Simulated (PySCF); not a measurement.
## C₄H₃FO: full NMR table

```
Formula                               : C4H3FO
SMILES                                : Fc1ccco1
Point group of the computed structure : Cs
Degrees of unsaturation               : 3
Carbon signals                        : 4
Proton signals                        : 3
```

Bonds (- single, = double, # triple, : aromatic): F1-C2 1.327 Å, C2:C3 1.356 Å, C3:C4 1.421 Å, C4:C5 1.358 Å, C5:O6 1.351 Å, O6:C2 1.334 Å. C3 carries H7; C4 carries H8; C5 carries H9.

PySCF calculation with σ from GIAO-PBE0/pcSseg-1, GFN2-xTB geometry and spin–spin couplings from B3LYP/pcJ-1; no relativistic terms, isolated molecule, one computed conformer.

Scale: TMS for ¹H and ¹³C; CFCl3 for ¹⁹F; H2O for ¹⁷O (reference shieldings calculated alike).

```tsv
carbon	δC, type	δH (multiplicity, J in Hz)	HMBC from (abs. J ≥ 3 Hz)	span of the C tensor (ppm)
C2	168.8, C	–	H9, H8, H7	98
C3	89.5, CH	5.74 (dd, 7.8, 4.3)	H9, H8	125
C4	118.2, CH	6.62 (ddd, 4.3, 2.7, 2.6)	H9, H7	182
C5	136.1, CH	6.97 (dd, 2.6, 1.9)	H8, H7	138
```

Other nuclei:
| atoms | nucleus | environment | δ (ppm) | σ (ppm) |
| --- | --- | --- | --- | --- |
| F1 | ¹⁹F | aryl fluorine | -119.4 | 290.4 |
| O6 | ¹⁷O | aromatic ring oxygen | 286.4 | 49.6 |

Selected couplings (Hz, signed; the shortest-range and largest first, 30 at most; isotopes ¹⁹F, ¹³C, ¹H): ¹J(F1,C2) -353.7, ¹J(C5,H9) 214.7, ¹J(C3,H7) 188.3, ¹J(C4,H8) 184.1, ¹J(C2,C3) 105.7, ¹J(C4,C5) 76.2, ¹J(C3,C4) 58.0, ²J(C2,C5) 12.7, ²J(F1,C3) 10.8, ²J(C2,C4) 7.2, ²J(C3,C5) -1.6, ³J(F1,H7) -7.8, ³J(H7,H8) 4.3, ³J(H8,H9) 2.6, ³J(F1,C4) -2.1, ⁴J(F1,H8) 2.7, ⁴J(F1,H9) -1.9.

1. Carbon types of the structure: 1 × C, 3 × CH, which accounts for all hydrogens.
2. δC 168.8: aromatic carbon bearing fluorine; the electronegative substituent deshields the carbon that carries it.
3. δC 136.1: aromatic CH next to the ring oxygen.
4. δC 118.2, 89.5: aromatic CH.
5. δH 6.97: hydrogen on an aromatic CH next to the ring oxygen; the ring current deshields protons in the ring plane.
6. δH 6.62, 5.74: hydrogen on an aromatic CH.
7. The protons at 5.74 and 6.62 share a coupling of 4.3 Hz (vicinal, an ortho-type coupling).

Common functionals overestimate the size of one-bond C–F couplings by tens of Hz; these are unscaled. Multiplet labels drop couplings under 1 Hz and merge nearly equal ones. Unscaled 3J(H,H) at this level run about 10 % above measured values. Shifts are as computed. Against solution values, carbons near 30 ppm lie about +3 ppm off and those near 130 ppm about +5 ppm. Of 1211 compounds with measured shifts, 218 miss one by over three times the rms of a fit or turn the order of signals round; such compounds aren't used in these exercises. Unscaled 19F shifts against computed CFCl3 carry errors that often reach 10 to 50 ppm. Unscaled 17O shifts of doubly bonded oxygen tend to come out too high, by tens of ppm or more. Experimental scales use liquid or dissolved standards, which lie at an offset from isolated H2O (liquid H2O: subtract about 36 ppm).
